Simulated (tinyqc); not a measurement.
Inside a calculation (part 1 of 3). Method: UHF in the sto-6g basis, for NH3+, spin multiplicity 2. Computed by tinyqc, a small Python program that keeps every step (integrals from PySCF). Settings: charge = 1, multiplicity = 2, basis = sto-6g, energy threshold = 1e-08, iteration cap = 62, orthogonalisation = canonical, start = core, DIIS depth = 6, DIIS from iteration = 2, method = UHF. Command: `OMP_NUM_THREADS=1 python tinyqc.py 26355 26356 out.jsonl` (the two numbers bound the seeds that draw the settings). One thread of a shared host (Intel(R) Xeon(R) Processor @ 2.60GHz), about 0.4 s of CPU time with the checks. Later iterations appear only in the table of the cycle.

## One-electron integrals

Geometry (angstrom):
```
atom         x         y        z
N      0.00000   0.00000  0.35500
H      1.01200   0.00000  0.00000
H     -0.50600   0.87600  0.00000
H     -0.50600  -0.87600  0.00000
```

Basis sto-6g: exponents (1/bohr^2) and contraction coefficients of normalised primitives:
```
element  l (shell)    exponent  coefficient
N            s (1)  1027.82846      0.00916
N            s (1)   188.45122      0.04936
N            s (1)    52.72186      0.16854
N            s (1)    18.11138      0.37056
N            s (1)     7.03318      0.41649
N            s (1)     2.89665      0.13033
N            s (2)    39.19881     -0.01325
N            s (2)     7.75847     -0.04699
N            s (2)     2.41133     -0.03379
N            s (2)     0.92772      0.25024
N            s (2)     0.40291      0.59512
N            s (2)     0.18468      0.24071
N            p (3)    39.19881      0.00376
N            p (3)     7.75847      0.03768
N            p (3)     2.41133      0.17390
N            p (3)     0.92772      0.41804
N            p (3)     0.40291      0.42586
N            p (3)     0.18468      0.10171
H            s (1)    35.52322      0.00916
H            s (1)     6.51314      0.04936
H            s (1)     1.82214      0.16854
H            s (1)     0.62596      0.37056
H            s (1)     0.24308      0.41649
H            s (1)     0.10011      0.13033
```

Overlap, kinetic and nuclear-attraction integrals over the contracted functions; the nuclear repulsion is the sum of Za Zb / Rab.

nuclear repulsion = 11.2700135 hartree

overlap S:
```
          1N 1s    1N 2s    1N 2px    1N 2py    1N 2pz     2H 1s     3H 1s     4H 1s
1N 1s   1.00000  0.22942   0.00000   0.00000   0.00000   0.05246   0.05250   0.05250
1N 2s   0.22942  1.00000   0.00000   0.00000   0.00000   0.45912   0.45932   0.45932
1N 2px  0.00000  0.00000   1.00000   0.00000   0.00000   0.39442  -0.19733  -0.19733
1N 2py  0.00000  0.00000   0.00000   1.00000   0.00000   0.00000   0.34162  -0.34162
1N 2pz  0.00000  0.00000   0.00000   0.00000   1.00000  -0.13836  -0.13844  -0.13844
2H 1s   0.05246  0.45912   0.39442   0.00000  -0.13836   1.00000   0.17659   0.17659
3H 1s   0.05250  0.45932  -0.19733   0.34162  -0.13844   0.17659   1.00000   0.17676
4H 1s   0.05250  0.45932  -0.19733  -0.34162  -0.13844   0.17659   0.17676   1.00000
```

kinetic energy T (hartree):
```
           1N 1s     1N 2s    1N 2px    1N 2py    1N 2pz     2H 1s     3H 1s     4H 1s
1N 1s   22.23641  -0.67875   0.00000   0.00000   0.00000  -0.00624  -0.00624  -0.00624
1N 2s   -0.67875   0.63290   0.00000   0.00000   0.00000   0.09929   0.09941   0.09941
1N 2px   0.00000   0.00000   1.90129   0.00000   0.00000   0.22950  -0.11489  -0.11489
1N 2py   0.00000   0.00000   0.00000   1.90129   0.00000   0.00000   0.19890  -0.19890
1N 2pz   0.00000   0.00000   0.00000   0.00000   1.90129  -0.08051  -0.08060  -0.08060
2H 1s   -0.00624   0.09929   0.22950   0.00000  -0.08051   0.76852  -0.00648  -0.00648
3H 1s   -0.00624   0.09941  -0.11489   0.19890  -0.08060  -0.00648   0.76852  -0.00646
4H 1s   -0.00624   0.09941  -0.11489  -0.19890  -0.08060  -0.00648  -0.00646   0.76852
```

nuclear attraction V (hartree):
```
            1N 1s     1N 2s    1N 2px    1N 2py    1N 2pz     2H 1s     3H 1s     4H 1s
1N 1s   -48.15406  -4.98673   0.00001   0.00000   0.01483  -1.29846  -1.29949  -1.29949
1N 2s    -4.98673  -8.28224   0.00013   0.00000   0.16505  -3.11022  -3.11197  -3.11197
1N 2px    0.00001   0.00013  -8.32087   0.00000  -0.00005  -2.43079   1.21636   1.21636
1N 2py    0.00000   0.00000   0.00000  -8.32085   0.00000   0.00000  -2.10572   2.10572
1N 2pz    0.01483   0.16505  -0.00005   0.00000  -8.20408   0.89730   0.89797   0.89797
2H 1s    -1.29846  -3.11022  -2.43079   0.00000   0.89730  -5.21693  -1.01560  -1.01560
3H 1s    -1.29949  -3.11197   1.21636  -2.10572   0.89797  -1.01560  -5.21800  -1.01661
4H 1s    -1.29949  -3.11197   1.21636   2.10572   0.89797  -1.01560  -1.01661  -5.21800
```

core Hamiltonian H = T + V (hartree):
```
            1N 1s     1N 2s    1N 2px    1N 2py    1N 2pz     2H 1s     3H 1s     4H 1s
1N 1s   -25.91765  -5.66547   0.00001   0.00000   0.01483  -1.30470  -1.30573  -1.30573
1N 2s    -5.66547  -7.64934   0.00013   0.00000   0.16505  -3.01093  -3.01255  -3.01255
1N 2px    0.00001   0.00013  -6.41957   0.00000  -0.00005  -2.20129   1.10147   1.10147
1N 2py    0.00000   0.00000   0.00000  -6.41956   0.00000   0.00000  -1.90682   1.90682
1N 2pz    0.01483   0.16505  -0.00005   0.00000  -6.30278   0.81679   0.81736   0.81736
2H 1s    -1.30470  -3.01093  -2.20129   0.00000   0.81679  -4.44840  -1.02208  -1.02208
3H 1s    -1.30573  -3.01255   1.10147  -1.90682   0.81736  -1.02208  -4.44948  -1.02306
4H 1s    -1.30573  -3.01255   1.10147   1.90682   0.81736  -1.02208  -1.02306  -4.44948
```

## Two-electron integrals

Functions are numbered as in S; the eight-fold symmetry (ij|kl) = (ji|kl) = (kl|ij) leaves the list below.

Two-electron integrals (ij|kl) in chemists' order, unique and non-zero (hartree):
```
(11|11) 4.16874    (21|11) 0.58365    (21|21) 0.10411    (22|11) 0.96849
(22|21) 0.21445    (22|22) 0.70840    (31|31) 0.02207    (32|31) 0.03361
(32|32) 0.15658    (33|11) 0.96849    (33|21) 0.21445    (33|22) 0.70840
(33|33) 0.76324    (41|41) 0.02207    (42|41) 0.03361    (42|42) 0.15658
(43|43) 0.04113    (44|11) 0.96849    (44|21) 0.21445    (44|22) 0.70840
(44|33) 0.68098    (44|44) 0.76324    (51|51) 0.02207    (52|51) 0.03361
(52|52) 0.15658    (53|53) 0.04113    (54|54) 0.04113    (55|11) 0.96849
(55|21) 0.21445    (55|22) 0.70840    (55|33) 0.68098    (55|44) 0.68098
(55|55) 0.76324    (61|11) 0.14220    (61|21) 0.02432    (61|22) 0.04901
(61|31) 0.00129    (61|32) 0.00252    (61|33) 0.04924    (61|44) 0.04888
(61|51) -0.00045   (61|52) -0.00088   (61|53) -0.00013   (61|55) 0.04892
(61|61) 0.00581    (62|11) 0.33881    (62|21) 0.07602    (62|22) 0.27654
(62|31) 0.00643    (62|32) 0.04679    (62|33) 0.28575    (62|44) 0.27103
(62|51) -0.00226   (62|52) -0.01641   (62|53) -0.00516   (62|55) 0.27284
(62|61) 0.01800    (62|62) 0.13715    (63|11) 0.25085    (63|21) 0.05707
(63|22) 0.22077    (63|31) 0.01251    (63|32) 0.08109    (63|33) 0.24045
(63|44) 0.21024    (63|51) -0.00147   (63|52) -0.01224   (63|53) -0.00728
(63|55) 0.21163    (63|61) 0.01414    (63|62) 0.13157    (63|63) 0.14253
(64|41) 0.00831    (64|42) 0.04620    (64|43) 0.00944    (64|54) -0.00331
(64|64) 0.01823    (65|11) -0.08800   (65|21) -0.02002   (65|22) -0.07744
(65|31) -0.00147   (65|32) -0.01224   (65|33) -0.07772   (65|44) -0.07375
(65|51) 0.00883    (65|52) 0.05050    (65|53) 0.01084    (65|55) -0.08086
(65|61) -0.00496   (65|62) -0.04615   (65|63) -0.04360   (65|65) 0.03352
(66|11) 0.48147    (66|21) 0.11002    (66|22) 0.45553    (66|31) 0.01205
(66|32) 0.11796    (66|33) 0.49113    (66|44) 0.43423    (66|51) -0.00423
(66|52) -0.04138   (66|53) -0.01996   (66|55) 0.44123    (66|61) 0.02640
(66|62) 0.28425    (66|63) 0.30601    (66|65) -0.10735   (66|66) 0.77500
(71|11) 0.14231    (71|21) 0.02434    (71|22) 0.04905    (71|31) -0.00064
(71|32) -0.00126   (71|33) 0.04901    (71|41) 0.00111    (71|42) 0.00218
(71|43) -0.00016   (71|44) 0.04919    (71|51) -0.00045   (71|52) -0.00088
(71|53) 0.00006    (71|54) -0.00011   (71|55) 0.04896    (71|61) 0.00569
(71|62) 0.01719    (71|63) 0.01259    (71|64) 0.00053    (71|65) -0.00474
(71|66) 0.02477    (71|71) 0.00582    (72|11) 0.33900    (72|21) 0.07606
(72|22) 0.27669    (72|31) -0.00322   (72|32) -0.02341   (72|33) 0.27486
(72|41) 0.00557    (72|42) 0.04053    (72|43) -0.00638   (72|44) 0.28222
(72|51) -0.00226   (72|52) -0.01643   (72|53) 0.00259    (72|54) -0.00448
(72|55) 0.27299    (72|61) 0.01718    (72|62) 0.10522    (72|63) 0.07772
(72|64) 0.01180    (72|65) -0.03443   (72|66) 0.17453    (72|71) 0.01802
(72|72) 0.13728    (73|11) -0.12552   (73|21) -0.02856   (73|22) -0.11047
(73|31) 0.00937    (73|32) 0.05496    (73|33) -0.11606   (73|41) -0.00182
(73|42) -0.01512   (73|43) 0.01063    (73|44) -0.10944   (73|51) 0.00074
(73|52) 0.00613    (73|53) -0.00431   (73|54) 0.00172    (73|55) -0.10589
(73|61) -0.00583   (73|62) -0.02865   (73|63) -0.00860   (73|64) -0.00240
(73|65) 0.00916    (73|66) -0.03603   (73|71) -0.00708   (73|72) -0.06586
(73|73) 0.04936    (74|11) 0.21731    (74|21) 0.04944    (74|22) 0.19124
(74|31) -0.00182   (74|32) -0.01512   (74|33) 0.18457    (74|41) 0.01147
(74|42) 0.07240    (74|43) -0.00897   (74|44) 0.20583    (74|51) -0.00128
(74|52) -0.01060   (74|53) 0.00172    (74|54) -0.00629   (74|55) 0.18332
(74|61) 0.01116    (74|62) 0.07318    (74|63) 0.05364    (74|64) 0.02100
(74|65) -0.02346   (74|66) 0.12197    (74|71) 0.01226    (74|72) 0.11402
(74|73) -0.05387   (74|74) 0.11151    (75|11) -0.08806   (75|21) -0.02004
(75|22) -0.07750   (75|31) 0.00074    (75|32) 0.00613    (75|33) -0.07480
(75|41) -0.00128   (75|42) -0.01060   (75|43) 0.00172    (75|44) -0.07678
(75|51) 0.00883    (75|52) 0.05053    (75|53) -0.00542   (75|54) 0.00939
(75|55) -0.08092   (75|61) -0.00474   (75|62) -0.03444   (75|63) -0.02491
(75|64) -0.00380   (75|65) 0.02440    (75|66) -0.06150   (75|71) -0.00497
(75|72) -0.04621   (75|73) 0.02183    (75|74) -0.03779   (75|75) 0.03356
(76|11) 0.10628    (76|21) 0.02401    (76|22) 0.09253    (76|31) 0.00082
(76|32) 0.00671    (76|33) 0.09267    (76|41) 0.00142    (76|42) 0.01161
(76|43) 0.00042    (76|44) 0.09315    (76|51) -0.00115   (76|52) -0.00941
(76|53) -0.00111   (76|54) -0.00193   (76|55) 0.09178    (76|61) 0.00559
(76|62) 0.04340    (76|63) 0.03851    (76|64) 0.00443    (76|65) -0.01620
(76|66) 0.08793    (76|71) 0.00560    (76|72) 0.04342    (76|73) -0.01542
(76|74) 0.03557    (76|75) -0.01621   (76|76) 0.01670    (77|11) 0.48160
(77|21) 0.11005    (77|22) 0.45563    (77|31) -0.00603   (77|32) -0.05902
(77|33) 0.44856    (77|41) 0.01044    (77|42) 0.10217    (77|43) -0.02465
(77|44) 0.47700    (77|51) -0.00423   (77|52) -0.04140   (77|53) 0.00999
(77|54) -0.01729   (77|55) 0.44133    (77|61) 0.02475    (77|62) 0.17448
(77|63) 0.12362    (77|64) 0.02980    (77|65) -0.06148   (77|66) 0.29941
(77|71) 0.02643    (77|72) 0.28441    (77|73) -0.15312   (77|74) 0.26509
(77|75) -0.10743   (77|76) 0.08793    (77|77) 0.77500    (81|11) 0.14231
(81|21) 0.02434    (81|22) 0.04905    (81|31) -0.00064   (81|32) -0.00126
(81|33) 0.04901    (81|41) -0.00111   (81|42) -0.00218   (81|43) 0.00016
(81|44) 0.04919    (81|51) -0.00045   (81|52) -0.00088   (81|53) 0.00006
(81|54) 0.00011    (81|55) 0.04896    (81|61) 0.00569    (81|62) 0.01719
(81|63) 0.01259    (81|64) -0.00053   (81|65) -0.00474   (81|66) 0.02477
(81|71) 0.00570    (81|72) 0.01720    (81|73) -0.00676   (81|74) 0.01064
(81|75) -0.00474   (81|76) 0.00539    (81|77) 0.02477    (81|81) 0.00582
(82|11) 0.33900    (82|21) 0.07606    (82|22) 0.27669    (82|31) -0.00322
(82|32) -0.02341   (82|33) 0.27486    (82|41) -0.00557   (82|42) -0.04053
(82|43) 0.00638    (82|44) 0.28222    (82|51) -0.00226   (82|52) -0.01643
(82|53) 0.00259    (82|54) 0.00448    (82|55) 0.27299    (82|61) 0.01718
(82|62) 0.10522    (82|63) 0.07772    (82|64) -0.01180   (82|65) -0.03443
(82|66) 0.17453    (82|71) 0.01720    (82|72) 0.10529    (82|73) -0.04912
(82|74) 0.06142    (82|75) -0.03446   (82|76) 0.03464    (82|77) 0.17459
(82|81) 0.01802    (82|82) 0.13728    (83|11) -0.12552   (83|21) -0.02856
(83|22) -0.11047   (83|31) 0.00937    (83|32) 0.05496    (83|33) -0.11606
(83|41) 0.00182    (83|42) 0.01512    (83|43) -0.01063   (83|44) -0.10944
(83|51) 0.00074    (83|52) 0.00613    (83|53) -0.00431   (83|54) -0.00172
(83|55) -0.10589   (83|61) -0.00583   (83|62) -0.02865   (83|63) -0.00860
(83|64) 0.00240    (83|65) 0.00916    (83|66) -0.03603   (83|71) -0.00676
(83|72) -0.04912   (83|73) 0.03583    (83|74) -0.02804   (83|75) 0.01576
(83|76) -0.01214   (83|77) -0.08770   (83|81) -0.00708   (83|82) -0.06586
(83|83) 0.04936    (84|11) -0.21731   (84|21) -0.04944   (84|22) -0.19124
(84|31) 0.00182    (84|32) 0.01512    (84|33) -0.18457   (84|41) 0.01147
(84|42) 0.07240    (84|43) -0.00897   (84|44) -0.20583   (84|51) 0.00128
(84|52) 0.01060    (84|53) -0.00172   (84|54) -0.00629   (84|55) -0.18332
(84|61) -0.01116   (84|62) -0.07318   (84|63) -0.05364   (84|64) 0.02100
(84|65) 0.02346    (84|66) -0.12197   (84|71) -0.01064   (84|72) -0.06142
(84|73) 0.02804    (84|74) -0.02337   (84|75) 0.01967    (84|76) -0.02102
(84|77) -0.09218   (84|81) -0.01226   (84|82) -0.11402   (84|83) 0.05387
(84|84) 0.11151    (85|11) -0.08806   (85|21) -0.02004   (85|22) -0.07750
(85|31) 0.00074    (85|32) 0.00613    (85|33) -0.07480   (85|41) 0.00128
(85|42) 0.01060    (85|43) -0.00172   (85|44) -0.07678   (85|51) 0.00883
(85|52) 0.05053    (85|53) -0.00542   (85|54) -0.00939   (85|55) -0.08092
(85|61) -0.00474   (85|62) -0.03444   (85|63) -0.02491   (85|64) 0.00380
(85|65) 0.02440    (85|66) -0.06150   (85|71) -0.00474   (85|72) -0.03446
(85|73) 0.01576    (85|74) -0.01967   (85|75) 0.02442    (85|76) -0.01256
(85|77) -0.06153   (85|81) -0.00497   (85|82) -0.04621   (85|83) 0.02183
(85|84) 0.03779    (85|85) 0.03356    (86|11) 0.10628    (86|21) 0.02401
(86|22) 0.09253    (86|31) 0.00082    (86|32) 0.00671    (86|33) 0.09267
(86|41) -0.00142   (86|42) -0.01161   (86|43) -0.00042   (86|44) 0.09315
(86|51) -0.00115   (86|52) -0.00941   (86|53) -0.00111   (86|54) 0.00193
(86|55) 0.09178    (86|61) 0.00559    (86|62) 0.04340    (86|63) 0.03851
(86|64) -0.00443   (86|65) -0.01620   (86|66) 0.08793    (86|71) 0.00539
(86|72) 0.03464    (86|73) -0.01214   (86|74) 0.02102    (86|75) -0.01256
(86|76) 0.01364    (86|77) 0.05802    (86|81) 0.00560    (86|82) 0.04342
(86|83) -0.01542   (86|84) -0.03557   (86|85) -0.01621   (86|86) 0.01670
(87|11) 0.10639    (87|21) 0.02403    (87|22) 0.09262    (87|31) -0.00165
(87|32) -0.01343   (87|33) 0.09348    (87|44) 0.09251    (87|51) -0.00116
(87|52) -0.00942   (87|53) 0.00223    (87|55) 0.09187    (87|61) 0.00539
(87|62) 0.03465    (87|63) 0.02429    (87|65) -0.01256   (87|66) 0.05806
(87|71) 0.00560    (87|72) 0.04346    (87|73) -0.02313   (87|74) 0.03117
(87|75) -0.01623   (87|76) 0.01365    (87|77) 0.08803    (87|81) 0.00560
(87|82) 0.04346    (87|83) -0.02313   (87|84) -0.03117   (87|85) -0.01623
(87|86) 0.01365    (87|87) 0.01674    (88|11) 0.48160    (88|21) 0.11005
(88|22) 0.45563    (88|31) -0.00603   (88|32) -0.05902   (88|33) 0.44856
(88|41) -0.01044   (88|42) -0.10217   (88|43) 0.02465    (88|44) 0.47700
(88|51) -0.00423   (88|52) -0.04140   (88|53) 0.00999    (88|54) 0.01729
(88|55) 0.44133    (88|61) 0.02475    (88|62) 0.17448    (88|63) 0.12362
(88|64) -0.02980   (88|65) -0.06148   (88|66) 0.29941    (88|71) 0.02477
(88|72) 0.17459    (88|73) -0.08770   (88|74) 0.09218    (88|75) -0.06153
(88|76) 0.05802    (88|77) 0.29951    (88|81) 0.02643    (88|82) 0.28441
(88|83) -0.15312   (88|84) -0.26509   (88|85) -0.10743   (88|86) 0.08793
(88|87) 0.08803    (88|88) 0.77500
```

## Orthogonalisation

S = U s U^T; canonical form X = U s^(-1/2), so that X^T S X = 1. Each column of U has its largest component positive (the first on a tie).

eigenvalues of S: 0.30778  0.42048  0.42058  0.92418  1.05400  1.40276  1.40289  2.06734

X:
```
               1         2         3         4         5         6         7         8
1N 1s   -0.30517   0.00000  -0.00039   0.76801   0.60717   0.00000   0.00009   0.13496
1N 2s    1.35220   0.00000   0.00121  -0.17257   0.20675   0.00000   0.00017   0.41999
1N 2px  -0.00124   0.00000   0.98752   0.00004  -0.00004   0.00000   0.64843  -0.00014
1N 2py   0.00000   0.98749   0.00000   0.00000   0.00000   0.64852   0.00000   0.00000
1N 2pz  -0.37706   0.00000  -0.00028  -0.64837   0.71513   0.00000  -0.00001  -0.11784
2H 1s   -0.62737   0.00000  -0.96754  -0.11844  -0.09304   0.00000   0.44158   0.30276
3H 1s   -0.62916  -0.83759   0.48289  -0.11836  -0.09298   0.38229  -0.22064   0.30295
4H 1s   -0.62916   0.83759   0.48289  -0.11836  -0.09298  -0.38229  -0.22064   0.30295
```

## Starting guess

The start is the orbitals of the core Hamiltonian; D(s) = C_occ C_occ^T for each spin.

D(alpha) at the start:
```
           1N 1s     1N 2s    1N 2px    1N 2py    1N 2pz     2H 1s     3H 1s     4H 1s
1N 1s    1.06642  -0.31919   0.00003   0.00000   0.02414   0.04480   0.04482   0.04482
1N 2s   -0.31919   1.51737  -0.00020   0.00000  -0.15529  -0.20352  -0.20366  -0.20366
1N 2px   0.00003  -0.00020   1.22150   0.00000   0.00008  -0.23383   0.11702   0.11702
1N 2py   0.00000   0.00000   0.00000   1.22150   0.00000   0.00000  -0.20258   0.20258
1N 2pz   0.02414  -0.15529   0.00008   0.00000   1.05066   0.07805   0.07812   0.07812
2H 1s    0.04480  -0.20352  -0.23383   0.00000   0.07805   0.07524   0.00809   0.00809
3H 1s    0.04482  -0.20366   0.11702  -0.20258   0.07812   0.00809   0.07531   0.00812
4H 1s    0.04482  -0.20366   0.11702   0.20258   0.07812   0.00809   0.00812   0.07531
```

D(beta) at the start:
```
           1N 1s     1N 2s    1N 2px    1N 2py    1N 2pz     2H 1s     3H 1s     4H 1s
1N 1s    1.06156  -0.29692   0.00002   0.00000   0.09035   0.04560   0.04563   0.04563
1N 2s   -0.29692   1.41537  -0.00019   0.00000  -0.45862  -0.20719  -0.20734  -0.20734
1N 2px   0.00002  -0.00019   1.22150   0.00000   0.00011  -0.23383   0.11702   0.11702
1N 2py   0.00000   0.00000   0.00000   1.22150   0.00000   0.00000  -0.20258   0.20258
1N 2pz   0.09035  -0.45862   0.00011   0.00000   0.14864   0.06711   0.06718   0.06718
2H 1s    0.04560  -0.20719  -0.23383   0.00000   0.06711   0.07511   0.00796   0.00796
3H 1s    0.04563  -0.20734   0.11702  -0.20258   0.06718   0.00796   0.07518   0.00799
4H 1s    0.04563  -0.20734   0.11702   0.20258   0.06718   0.00796   0.00799   0.07518
```
